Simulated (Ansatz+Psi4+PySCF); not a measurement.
| atom | x (Å) | y (Å) | z (Å) |
| --- | --- | --- | --- |
| F | 0.0000 | 0.0000 | 0.0934 |
| H | 0.0000 | 0.0000 | -0.8405 |

Basis set: cc-pVTZ (spherical functions). Left uncorrelated: 1 orbital. Charge 0, multiplicity 1.

Computed with Ansatz (development build ahead of 0.2.0) and Psi4 1.11; each method stands on the lowest determinant of its kind that the runs found. Restricted open shells among the atoms or ions are ROHF, correlated in semicanonical orbitals with singles.

Q: Give the vertical ionization energy (product with multiplicity 2 at the same shape, open shells in the same class of orbitals) of singlet HF by UHF-CCSD(T), UHF-CCSD, RHF-MP2, UHF, RHF.

A:

```json
{"method": "UHF-CCSD(T)", "ionization energy": "15.89 eV"}
{"method": "UHF-CCSD", "ionization energy": "15.82 eV"}
{"method": "RHF-MP2", "ionization energy": "16.11 eV"}
{"method": "UHF", "ionization energy": "14.20 eV"}
{"method": "RHF", "ionization energy": "14.34 eV"}
```
